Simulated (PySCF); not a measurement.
## Core-level binding energies of `Clc1c[cH+]1`

C₃H₂Cl (charge +1).
SMILES with atom numbers: `[Cl:1][c:2]1[cH:3][cH+:4]1`

Theory: delta-SCF UKS SCAN, pcX-2 on the ionised atom, pcseg-1 elsewhere, spin-free X2C (PySCF). Each binding energy is the total energy of the core-ionised species, with the hole localised on one atom, minus that of the ground state; both are solved self-consistently, so orbital relaxation is included.

Task: What binding energy does each computed site have?

Result: 
```csv
atom(s),bonded to,level,binding energy (eV),2p1/2 (eV),above the level's lowest (eV),count
Cl1,C,Cl 2p3/2,213.86,215.52,0.00,1
C3/C4,2 C (aromatic in the SMILES) and H,C 1s,299.46,–,0.00,2
C2,Cl and 2 C (aromatic in the SMILES),C 1s,300.87,–,+1.41,1
Cl1,C,Cl 1s,2836.50,–,0.00,1
```

The listed C 1s values span 1.41 eV, from C3/C4 (bonded to 2 C (aromatic in the SMILES) and H) to C2 (bonded to Cl and 2 C (aromatic in the SMILES)). Summing the Pauling electronegativity differences to the bonded atoms, each weighted by its formal bond order, gives -0.35 for the lowest site and +0.61 for the highest.

Task: Which photon energy gives electrons from Cl 1s of Cl1 a kinetic energy of 50 eV, and what is their de Broglie wavelength?

Result: hν = 2836.50 + 50 = 2886.50 eV, recoil neglected; λ = 12.264 Å/√(E/eV) = 1.73 Å.

Task: Which effective nuclear charge Zeff reproduces each element's mean 1s value in the hydrogen-like formula E = 13.606 eV × Zeff²?

Result: C (Z = 6): mean 299.9 eV, Zeff = 4.70, Z − Zeff = 1.30; Cl (Z = 17): mean 2836.5 eV, Zeff = 14.44, Z − Zeff = 2.56. Means run over the listed sites, weighted by atom count.

Atoms equivalent by their bonding share one computed value, that of the first of them. The 2p values aren't plain energy differences: one relaxed spin-free 2p hole is combined with a matrix within the shell (ground-state 2p orbital-energy differences and spin–orbit coupling). 2p3/2, the mean of its two sublevels, lies a third of the splitting below the shell's mean and 2p1/2 two thirds above it; the statistical areas are 2:1. 2p1/2 minus 2p3/2 (ligand field included): Cl 1.66 eV. The species carries charge +1, so core ionisation leaves charge +2. Isolated species at its GFN2-xTB geometry, gas phase.

The run took 11 s on one thread of an Arm Neoverse V1, shared host.
